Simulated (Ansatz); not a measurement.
One crystal and one scan (energy against volume) at two levels, r2SCAN (plane waves to 500 eV, PAW, scalar-relativistic; Ansatz, a quantum-chemistry and plane-wave program) and PBE (plane waves to 420 eV, PAW, scalar-relativistic; Ansatz), each from its own relaxed cell and on its own mesh. The cell shown is that of r2SCAN.

Ge (diamond)

```yaml
crystal:
  lattice:
    - [0.00000, 2.83635, 2.83635]
    - [2.83635, 0.00000, 2.83635]
    - [2.83635, 2.83635, 0.00000]
  atoms:
    - { symbol: Ge, position: [0.50000, 0.50000, 0.50000] }
    - { symbol: Ge, position: [0.75000, 0.75000, 0.75000] }
```

The volume is varied about the relaxed value V₀ at fixed cell shape. Symmetry pins the atoms to their sites.

E stands for the smeared free energy. Ge was relaxed with its symmetry unable to fall. The PAW data are Ansatz's earlier set. Percentages come from the unrounded values. Both scans cover V/V₀ from 0.840 to 1.160.

Results of r2SCAN:

- Lattice constant a (Å): 5.673
- Pressure at the smallest volume (GPa): 18.8
- Energy cost of the largest compression (meV/atom): 182
- Energy cost of the largest expansion (meV/atom): 97
- Bulk modulus B₀ (third-order Birch-Murnaghan fit) (GPa): 70.9
- Pressure for 5 % compression (fit) (GPa): 4.1

Problem. Estimate the PBE values.

Solution. 
```
quantity                                                   PBE     r2SCAN − PBE
-------------------------------------------------------  -----  ---------------
Lattice constant a (Å)                                   5.762  -0.089 (-1.6 %)
Pressure at the smallest volume (GPa)                     15.6     +3.2 (+21 %)
Energy cost of the largest compression (meV/atom)          157      +25 (+16 %)
Energy cost of the largest expansion (meV/atom)             84      +13 (+15 %)
Bulk modulus B₀ (third-order Birch-Murnaghan fit) (GPa)   58.6    +12.3 (+21 %)
Pressure for 5 % compression (fit) (GPa)                   3.4     +0.7 (+21 %)
```

r2SCAN gives the higher value for: pressure at the smallest volume; energy cost of the largest compression; energy cost of the largest expansion; bulk modulus B₀; pressure for 5 % compression. r2SCAN gives the lower value for: lattice constant a. For the lattice constant a the reference is 5.644 Å (measured, corrected to the static lattice; as given in Daniel Mejia-Rodriguez, S. B. Trickey, Physical Review B (2018), arXiv:1807.09216): r2SCAN lies nearer. For the bulk modulus B₀ the reference is 77.3 GPa (measured, corrected to the static lattice; as given in Tanner, Daniel S. P., Broderick, Christopher A., Kirwan, Amy C. et al., (2021), arXiv:2110.11888): r2SCAN lies nearer.  Neither level is exact: the differences show how much the result hangs on the functional.

(Under strain, the slope of the energy per volume gives the stress and its curvature an elastic modulus.)
